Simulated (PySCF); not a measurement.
CH₃O, SMILES C=[OH+], charge +1. The structure is a stationary point at PBE-D3(BJ)/def2-TZVP. The isomer is the one that the SMILES or the coordinates give; other isomers of the formula were not compared.

These are PBE-D3(BJ)/def2-TZVP (PySCF) values and carry that method's errors.

Harmonic wavenumbers (cm⁻¹): 1009, 1081, 1195, 1339, 1436, 1611, 3003, 3145, 3448. Rotational constants (GHz): 194.7, 34.06, 28.98; symmetry number 1.

### Question
Work out the zero-point energy and the ideal-gas rigid-rotor harmonic-oscillator thermochemistry at 298.15 K and 1 atm.

### Answer
ZPE = ½ Σ hcν = ½ × 17266 cm⁻¹ = 24.68 kcal/mol. H − E(el) = 27.12 kcal/mol. Entropy in cal/(mol K): translation 36.23, rotation 18.07, vibration 0.25, total 54.54. G − E(el) = 10.85 kcal/mol. Cp = 9.10 cal/(mol K).
